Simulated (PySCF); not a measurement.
NH2, optimised at B3LYP/6-31G*:

```xyz
3

N      0.0323     0.0301     0.0732
H      0.3562     0.1401    -0.9026
H     -0.5681    -0.8096     0.0136
```

Computed with PySCF (xtb for GFN2) and rigid-rotor harmonic-oscillator thermochemistry at 1 bar. 6-31G* has spherical d functions here. Open shells (unrestricted): NH2 (multiplicity 2). GFN2 has no spin-polarisation term. B3LYP is the form with VWN-RPA correlation.

### Question
List the harmonic frequencies (cm⁻¹, unscaled) at this level and at the other levels, each on its own geometry.

### Answer
- B3LYP/6-31G*: 1600, 3312, 3420
- GFN2-xTB: 1298, 3360, 3445
- HF/6-31G*: 1713, 3602, 3703
- PBE/def2-SVP: 1496, 3230, 3318
- PBE0/def2-TZVP: 1530, 3385, 3481
